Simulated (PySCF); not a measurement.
CS2, charge -1, multiplicity 2. Atoms are numbered in the order given.

```xyz
3

S      0.0000    -1.5491     0.0771
C      0.0000     0.0000    -0.4110
S      0.0000     1.5491     0.0771
```
Charge -1, spin multiplicity 2.

Geometry optimised at PBE0-D3(BJ)/def2-TZVPD. The multiplicity is an assumed one; other spin states were not compared.

Calculation: PySCF with PBE/def2-TZVPD.

Mulliken values depend strongly on the basis, most of all with diffuse functions as here. ESP charges are fitted to the potential on shells at 1.4 to 2.0 van der Waals radii. Atomic charges (e):

```csv
atom,Mulliken,ESP fit,Mulliken spin
S1,-0.55,-0.49,0.20
C2,0.11,-0.02,0.60
S3,-0.55,-0.49,0.20
```
